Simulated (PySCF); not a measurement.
## Molecular orbitals of LiMg

PBE0 at R = 3.099 Å; Li cc-pVDZ, Mg cc-pVDZ; no relativity (PySCF 2.14). State: ²Σ⁺ (doublet), unpaired electrons σ ↑. Only the outer orbitals are listed, counted within each symmetry.

```json
{"spin": "α", "orbital": "3σ", "occ.": "1", "ε (eV)": "-55.47", "on Li (%)": "100", "main shells (%)": "100 Li s"}
{"spin": "α", "orbital": "1π", "occ.": "1", "ε (eV)": "-50.84", "on Li (%)": "0", "main shells (%)": "100 Mg p"}
{"spin": "α", "orbital": "1π", "occ.": "1", "ε (eV)": "-50.84", "on Li (%)": "0", "main shells (%)": "100 Mg p"}
{"spin": "α", "orbital": "4σ", "occ.": "1", "ε (eV)": "-50.81", "on Li (%)": "0", "main shells (%)": "100 Mg p"}
{"spin": "α", "orbital": "5σ", "occ.": "1", "ε (eV)": "-5.95", "on Li (%)": "20", "main shells (%)": "80 Mg s, 15 Li s"}
{"spin": "α", "orbital": "6σ", "occ.": "1", "ε (eV)": "-3.56", "on Li (%)": "66", "main shells (%)": "64 Li s, 25 Mg p, 10 Mg s"}
{"spin": "α", "orbital": "2π", "occ.": "0", "ε (eV)": "-1.31", "on Li (%)": "50", "main shells (%)": "50 Li p, 50 Mg p"}
{"spin": "α", "orbital": "2π", "occ.": "0", "ε (eV)": "-1.31", "on Li (%)": "50", "main shells (%)": "50 Li p, 50 Mg p"}
{"spin": "α", "orbital": "7σ", "occ.": "0", "ε (eV)": "-1.27", "on Li (%)": "62", "main shells (%)": "49 Li p, 37 Mg p, 13 Li s"}
{"spin": "β", "orbital": "3σ", "occ.": "1", "ε (eV)": "-55.27", "on Li (%)": "100", "main shells (%)": "100 Li s"}
{"spin": "β", "orbital": "1π", "occ.": "1", "ε (eV)": "-50.82", "on Li (%)": "0", "main shells (%)": "100 Mg p"}
{"spin": "β", "orbital": "1π", "occ.": "1", "ε (eV)": "-50.82", "on Li (%)": "0", "main shells (%)": "100 Mg p"}
{"spin": "β", "orbital": "4σ", "occ.": "1", "ε (eV)": "-50.76", "on Li (%)": "0", "main shells (%)": "100 Mg p"}
{"spin": "β", "orbital": "5σ", "occ.": "1", "ε (eV)": "-5.62", "on Li (%)": "13", "main shells (%)": "85 Mg s"}
{"spin": "β", "orbital": "6σ", "occ.": "0", "ε (eV)": "-1.56", "on Li (%)": "54", "main shells (%)": "53 Li s, 36 Mg p, 10 Mg s"}
{"spin": "β", "orbital": "2π", "occ.": "0", "ε (eV)": "-0.99", "on Li (%)": "29", "main shells (%)": "71 Mg p, 28 Li p"}
{"spin": "β", "orbital": "2π", "occ.": "0", "ε (eV)": "-0.99", "on Li (%)": "29", "main shells (%)": "71 Mg p, 28 Li p"}
```

Problem. Which are the highest filled and the lowest empty level, where do they sit, and how wide is the gap?

Solution. Highest filled α 6σ at -3.56 eV (in %: 64 Li s, 25 Mg p, 10 Mg s); lowest empty β 6σ at -1.56 eV (in %: 53 Li s, 36 Mg p, 10 Mg s); the gap at PBE0 is 2.00 eV.

| Property | Result |
| --- | --- |
| bond order (Mayer) | 0.63 |
| ⟨S²⟩ | 0.766 |
| charge on Li (Mulliken, basis-dependent) | 0.01 |
| charge on Li (Löwdin, basis-dependent) | -0.11 |
| dipole moment (positive dipole means Li(−)Mg(+)) | -0.87 D |
| polarisability along the bond | 387.5 bohr³ |
| polarisability across the bond | 158.0 bohr³ |

The state was picked by a PBE0 search and need not be the measured ground state.
